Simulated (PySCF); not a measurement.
[ClF4]+: breathing scan

All numbers come from PBE/[Cl def2-SVP, F def2-SVP], no relativity, density fitting, PySCF.

Rigid scan from the singlet minimum (Cl–F 1.626 Å (×2), Cl–F 1.666 Å (×2); F–Cl–F 88.6° (×4), F–Cl–F 106.9°, F–Cl–F 175.3°). Coordinate: all bonds to the central atom scaled together. Energies in kJ/mol from the minimum.

```
scale of all bonds to the centre  E (kJ/mol)  dipole size (D, about the centre of mass)
                            0.88       284.4                                       0.57
                            0.92       107.2                                       0.82
                            0.96        22.8                                       1.03
                            1.00         0.0                                       1.22
                            1.04        16.7                                       1.36
                            1.08        57.4                                       1.48
                            1.14       142.0                                       1.59
                            1.22       270.1                                       1.64
                            1.35       474.2                                       1.57
```

At long bonds a restricted determinant can lie too high, and another spin state can fall below this curve.

Other isomers or separated fragments may lie lower.
